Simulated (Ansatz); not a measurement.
CsCl-type TlBr, treated with LDA (Ansatz, a program for electronic structure, plane waves, PAW).

Numerical settings: plane-wave cutoff 520 eV, 8×8×8 k mesh, perturbation theory, force constants from a 4×4×4 q mesh, scalar-relativistic PAW data made under PBE.

Computed at the level's own relaxed cell.

```yaml
crystal:
  lattice:
    - [3.84029, 0.00000, 0.00000]
    - [0.00000, 3.84029, 0.00000]
    - [0.00000, 0.00000, 3.84029]
  atoms:
    - { symbol: Tl, position: [0.00000, 0.00000, 0.00000] }
    - { symbol: Br, position: [0.50000, 0.50000, 0.50000] }
```

Harmonic phonon frequencies (cm⁻¹; i marks an imaginary mode; at Γ without the LO shift):

```
q point        frequencies
-------  -----------------
Γ           0 0 0 47 47 47
R        44 44 44 99 99 99
```

No imaginary mode appears at these points.

Note: the run warned that the k mesh is coarse for the response to a field.
